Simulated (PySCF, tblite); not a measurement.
# BrFH₂O, a complex of two parts: NMR shifts, interaction energy, infrared bands, spin-spin couplings and core binding energies

The task here is to estimate one member of a computed series from the others.

Computed with tblite 0.8.0 and PySCF 2.14.0; each step states its level. No surroundings beyond the atoms listed, unless a continuum is named. Atoms count from 0, parts from 1.

## Starting point

5 atoms, charge 0, multiplicity 1; geometry: rigid parts in contact. Parts: 1 = atoms 0–1, `FBr`, charge 0; 2 = atoms 2–4, `O`, charge 0.

Set-up of the first run:

What the job is given:

```
{"job": {"kind": "dock", "xc": "GFN2-xTB", "basis": "xTB"}, "charge": 0, "multiplicity": 1, "parts": [{"atoms": "0-1", "charge": 0, "multiplicity": 1}, {"atoms": "2-4", "charge": 0, "multiplicity": 1}]}
Br     0.899933    -0.005891     0.000183
F     -0.899933     0.005891    -0.000183
O      3.619968    -0.485499     0.924455
H      3.959808    -1.091533     0.263171
H      4.297303    -0.389994     1.596988
```

With the program's defaults for keys left out, this is: GFN2-xTB search for minima from random contacts, gas phase.

Started as:

```sh
$ OMP_NUM_THREADS=1 python cluster_run.py task.json out
```

One launch serves the whole session: the jobs run in the order shown.

Among the steps run: Search for minima with GFN2-xTB; Relaxing the molecule at PBE0-D3(BJ)/def2-TZVPD; NMR shieldings: PBE0/pcSseg-2; Coupled-cluster interaction energy: CCSD(T) and MP2.

One of the session's tables, all rows but one given; the rest of the session is left out.

It belongs to the step «Coupled-cluster interaction energy: CCSD(T) and MP2». 

```
                 method  interaction energy (kcal/mol)
         HF/aug-cc-pVDZ                          -3.92
        MP2/aug-cc-pVDZ                          -6.23
       CCSD/aug-cc-pVDZ                          -4.86
    CCSD(T)/aug-cc-pVDZ                          -5.35
         HF/aug-cc-pVQZ                          -3.72
        MP2/aug-cc-pVQZ                          -7.61
    SCS-MP2/aug-cc-pVQZ                              ?
      MP2, extrapolated                          -7.93
CCSD(T), limit estimate                          -7.05
```

Estimate the missing values for SCS-MP2/aug-cc-pVQZ.

The run gave: interaction energy (kcal/mol): -6.28. In the column «interaction energy (kcal/mol)» it lies between CCSD(T), limit estimate (-7.05) and MP2/aug-cc-pVDZ (-6.23).

Limits of these values: The interaction energy leaves out the deformation of the parts, 0.35 kcal/mol (MP2); added to the CCSD(T) estimate it gives a binding of about -6.71 kcal/mol.
